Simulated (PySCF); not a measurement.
A family of related molecules: triple bonds. All species are isolated molecules in the gas phase. Strings in code marks are SMILES.

The HOMO from two functionals at the same geometries (PBE0-D4/def2-TZVP), both in PySCF: PBE-D3(BJ)/def2-TZVP and PBE0-D4/def2-TZVP. 

```json
[
 {"species": "`N#N`", "PBE-D3(BJ)/def2-TZVP (eV)": "-10.21", "PBE0-D4/def2-TZVP (eV)": "-12.18"},
 {"species": "`B=O`", "PBE-D3(BJ)/def2-TZVP (eV)": "-8.92", "PBE0-D4/def2-TZVP (eV)": "-10.43"},
 {"species": "`S=B`", "PBE-D3(BJ)/def2-TZVP (eV)": "-7.41", "PBE0-D4/def2-TZVP (eV)": "-8.53"},
 {"species": "`[Si-]#[S+]`", "PBE-D3(BJ)/def2-TZVP (eV)": "-6.90", "PBE0-D4/def2-TZVP (eV)": "-8.03"},
 {"species": "`[C-]#[NH+]`", "PBE-D3(BJ)/def2-TZVP (eV)": "-7.52", "PBE0-D4/def2-TZVP (eV)": "-9.16"},
 {"species": "`[Ge-]#[O+]`", "PBE-D3(BJ)/def2-TZVP (eV)": "-7.13", "PBE0-D4/def2-TZVP (eV)": "-8.48"}
]
```

Over these rows, drawn at random from the members with no instability flagged (it was tested for open shells, ions and some series alone), PBE minus PBE0-D4: mean +1.45 eV, from +1.12 eV to +1.97 eV.
